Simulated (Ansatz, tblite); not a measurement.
# The cluster BeBr₂: rung by rung

Aim: run the singlet of the cluster BeBr₂ at one geometry on many levels, and compare frontier levels, spin and run time.

The runs use Ansatz 0.2.0, Gaussian basis; as each input shows.

The runs, in order: GFN1-xTB, GFN2-xTB, PBE-D4/def2-TZVP, r2SCAN-D4/def2-TZVP, HSE06-D4/def2-TZVP, BLYP-D4/def2-TZVP, revPBE-D4/def2-TZVP, LC-ωPBE/def2-TZVP, LDA/def2-TZVP, PBE-D4/def2-SVP, PBE0-D4/def2-SVP, HF/STO-3G, PBE0-D4/def2-TZVPD, PBE-D4/def2-TZVPD, r2SCAN-D4/def2-TZVPD, CCSD(T)/def2-TZVPP, MP2/def2-TZVP, RPA/def2-TZVP.

## Step 1: The relaxed structure

The singlet was relaxed beforehand with PBE-D4/def2-TZVP. At that level it is the lowest of the isomers that a small search found.

3 atoms, charge 0, spin multiplicity 1.

Bond lengths: Be1–Br2 1.960 Å, Be1–Br3 1.960 Å. Angles: Br2–Be1–Br3 180.0°.

PBE0-D4/def2-TZVP was run before; its log isn't repeated, and its numbers join the tables.

## Step 2: GFN1-xTB

Tight binding, by tblite at 300 K electronic temperature and without a spin-polarisation term:

```python
tblite.interface.Calculator('GFN1-xTB', numbers, positions, charge=0, uhf=0).singlepoint()
```

Energy -233.8753 eV, HOMO -11.05 eV, LUMO -5.21 eV; 0.003 s.

## Step 3: GFN2-xTB

Tight binding, by tblite at 300 K electronic temperature and without a spin-polarisation term:

```python
tblite.interface.Calculator('GFN2-xTB', numbers, positions, charge=0, uhf=0).singlepoint()
```

Energy -244.1861 eV, HOMO -12.19 eV, LUMO -6.33 eV; 0.003 s.

## Step 4: PBE-D4/def2-TZVP

start.molden holds the orbitals of an earlier run on this state, given as this run's starting guess.

in.yaml

```yaml
crystal:
  periodic: [false, false, false]
  atoms:
    - {symbol: Be, position_ang: [-0.000052, -0.000048, 0.000050]}
    - {symbol: Br, position_ang: [-1.526215, 0.551854, -1.099403]}
    - {symbol: Br, position_ang: [1.526267, -0.551816, 1.099353]}
basis:
  gaussian: {orbitals: def2-TZVP, initial_orbitals: start.molden}
hamiltonian: {xc: pbe, dispersion: d4}
scf: {omitted_lower_state_checks: [starts]}
output: {orbitals: {seedname: orbitals}}
```

Run with:

```sh
ansatz run in.yaml --threads 4 --pin off --events-out ev --progress --plain --max-ram 3916MiB
```

The runs that follow: r2SCAN-D4/def2-TZVP; HSE06-D4/def2-TZVP; BLYP-D4/def2-TZVP; revPBE-D4/def2-TZVP; LC-ωPBE/def2-TZVP; LDA/def2-TZVP; PBE-D4/def2-SVP; PBE0-D4/def2-SVP; HF/STO-3G; PBE0-D4/def2-TZVPD; PBE-D4/def2-TZVPD; r2SCAN-D4/def2-TZVPD; CCSD(T)/def2-TZVPP; MP2/def2-TZVP; RPA/def2-TZVP.

Q: Predict the results of all the runs planned. Wanted: gap in def2-TZVP, named functionals, smallest and largest; correlation energy, CCSD(T)/def2-TZVPP; correlation energy, MP2/def2-TZVP; binding an atom, CCSD(T)/def2-TZVPP; PBE0 total energy, smallest basis above largest.

The runs gave:

| quantity | value |
| --- | --- |
| gap in def2-TZVP, named functionals, smallest and largest | 6.14 eV (LDA), 12.59 eV (LC-ωPBE) |
| correlation energy, CCSD(T)/def2-TZVPP | -17.46 eV |
| correlation energy, MP2/def2-TZVP | -16.52 eV |
| binding an atom, CCSD(T)/def2-TZVPP | 2.631 eV |
| PBE0 total energy, smallest basis above largest | 17.51 eV (def2-SVP, def2-TZVPD) |

Over the named functionals in def2-TZVP the gap runs from 6.14 eV (LDA) to 12.59 eV (LC-ωPBE); exact exchange widens it. A small miss in a minimal or small basis is a cancelling of errors, not accuracy. The functionals in def2-TZVP miss CCSD(T)/def2-TZVPP by +0.141 (BLYP-D4) to +0.563 eV (LDA) an atom. The reference is CCSD(T) in one finite basis, so it carries an error of its own, often a tenth of an eV or more, and near misses can't be ranked.
